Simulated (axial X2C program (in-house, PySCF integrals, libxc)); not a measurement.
# Potential curves of SiH²⁺, scalar-relativistic

Computed with an axial X2C code built on PySCF integrals. Spin-free means the one-electron spin-free X2C Hamiltonian. Basis: Si dyall-v3z [8s7p2d1f], H dyall-v3z [6s2p1d] (cores contracted in-house); Gaussian nuclei, density fitting, unrestricted open shells. Masses: Si 27.977 u, H 1.008 u.

State: M_S = 1/2, Λ = 0 (beyond evenly filled blocks: σα). Energies in eV from the fragments at the same level (Si+ + H+). Fits are polynomials in 1 − R0/R over 0.85 to 1.23 times the lowest point R0.

| R (Å) | HF |
| --- | --- |
| 1.6017 | 1.3067 |
| 1.6753 | 1.2715 |
| 1.7305 | 1.2597 |
| 1.7858 | 1.2564 |
| 1.8410 | 1.2590 |
| 1.9054 | 1.2678 |
| 1.9699 | 1.2815 |
| 2.0527 | 1.3049 |
| 2.1540 | 1.3413 |
| 2.3013 | 1.4061 |

Occupations by symmetry block were frozen at the best pattern of an incomplete PBE0 search. De is counted from the lowest determinant-based energies of the atoms at the same level, without counterpoise correction.

**Question.** What are Re, ωe and De at the HF level?

**Answer.** At HF, spin-free: Re = 1.786 Å, ωe ≈ 737 cm⁻¹, De = -1.26 eV to Si+ + H+; Be follows as 5.43 cm⁻¹.
